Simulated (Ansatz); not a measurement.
The reference is C in the diamond structure (space group Fd-3m, No. 227; a = 3.554 Å).

Levels (all Ansatz, a first-principles code, PAW): PBEsol (420 eV, no spin-orbit coupling); r2SCAN (500 eV, no SOC); HSE06 (420 eV, without spin-orbit coupling).

Levels that relaxed their own cell: PBEsol.

```tsv
level	band gap	lattice parameter a
PBEsol	4.03 eV	3.554 Å
r2SCAN	4.38 eV	–
HSE06	5.31 eV	–
```

Measured: band gap 5.48 eV (0 K or low temperature; as listed in arXiv:1206.3780); lattice parameter a 3.553 Å (static lattice; corrected from measurement; as listed in Daniel Mejia-Rodriguez, S. B. Trickey, Phys. Rev. B (2018)).

Computed minus measured — band gap: PBEsol -1.45 eV, r2SCAN -1.10 eV, HSE06 -0.17 eV (closest: HSE06); lattice parameter a: PBEsol +0.0 %. Measured values not marked as corrected hold thermal and zero-point effects that the static-lattice runs lack. A measured gap can be an optical one, lowered by exciton binding.

Single points use the geometry relaxed with PBEsol. The hybrid gap comes from the SCF mesh plus the semilocal run's edge points and a few special points and is an upper bound. Stability against distortions was not tested.
